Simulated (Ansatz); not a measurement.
Input file for `C/C=C(\F)SC`:

```yaml
crystal:
  periodic: [false, false, false]
  atoms:
    - {symbol: C, position_ang: [1.280537, -1.880082, -0.868221]}
    - {symbol: C, position_ang: [0.890570, -0.446947, -0.778114]}
    - {symbol: C, position_ang: [0.325568, 0.124714, 0.278224]}
    - {symbol: F, position_ang: [-0.010191, -0.614945, 1.355597]}
    - {symbol: S, position_ang: [0.065960, 1.834635, 0.467678]}
    - {symbol: C, position_ang: [-1.684666, 1.856818, 0.904544]}
    - {symbol: H, position_ang: [1.051988, -2.417844, 0.051115]}
    - {symbol: H, position_ang: [0.758551, -2.372915, -1.693944]}
    - {symbol: H, position_ang: [2.351962, -1.977312, -1.068244]}
    - {symbol: H, position_ang: [1.086068, 0.202174, -1.623329]}
    - {symbol: H, position_ang: [-1.934223, 2.897688, 1.111859]}
    - {symbol: H, position_ang: [-1.864997, 1.263497, 1.799558]}
    - {symbol: H, position_ang: [-2.296830, 1.495819, 0.078179]}
basis:
  gaussian: {orbitals: def2-TZVPP}
correlation: {method: ccsd_t}
```

```sh
$ ansatz run in.yaml --threads 2 --pin off --events-out ev --progress --plain --max-ram 22528MiB --backend cuda --devices 0, --max-vram 18GiB
```

Output of Ansatz, abridged:

```
Functional definition: HF
1755 factors; integrals over basis functions are off by at most 1.0e-3 eV
mean field evaluation 1: about -17753.9692 eV, gradient 3.8e1 eV
mean field evaluation 2: about -17754.3020 eV, gradient 3.8e1 eV
mean field evaluation 4: about -17758.1425 eV, gradient 4.9e0 eV
mean field evaluation 8: about -17758.2384 eV, gradient 4.2e-1 eV
mean field evaluation 16: about -17758.2396 eV, gradient 2.9e-6 eV
mean field -17758.23964771 eV, -652.6032700863 hartree, gradient 2.9e-6 eV, S^2 0.000000; 0 other end points of the search recorded, 0 dependent functions left out
10 core orbitals not correlated: weight in the atoms' cores, before any rotation towards them, 1.000 or more for the frozen orbitals, at most 0.000 for the correlated occupied ones
reference -17758.23964771 eV, -652.6032700863 hartree; 18, 18 occupied and 267, 267 virtual orbitals, 1755 factors
second order -29.74795216 eV of doubles, -0.00000000 eV of singles
cycle   1  -30.21300705 eV  change   -4.7e-1 eV  update   1.2e-1
cycle   2  -30.92546838 eV  change   -7.1e-1 eV  update   3.6e-2
cycle   3  -31.09221285 eV  change   -1.7e-1 eV  update   1.8e-2
cycle   4  -31.08419235 eV  change    8.0e-3 eV  update   4.4e-3
cycle   5  -31.08258216 eV  change    1.6e-3 eV  update   2.0e-3
cycle   6  -31.08350408 eV  change   -9.2e-4 eV  update   5.9e-4
cycle   7  -31.08325216 eV  change    2.5e-4 eV  update   2.7e-4
cycle   8  -31.08315051 eV  change    1.0e-4 eV  update   9.5e-5
cycle   9  -31.08317086 eV  change   -2.0e-5 eV  update   3.9e-5
perturbative correction -1.31887617 eV, -0.0484678052 hartree
Total energy: -17790.64169474 eV, -653.7940233517 hartree
```

It took 4 s on 2 threads of an AMD EPYC 7R13 on a shared host and a share of an NVIDIA H100 80 GB, with 0.86 GiB of host memory at the peak.

The correlation energy is -32.402 eV, 4.1 % of it from (T); the T1 diagnostic reads 0.0117.
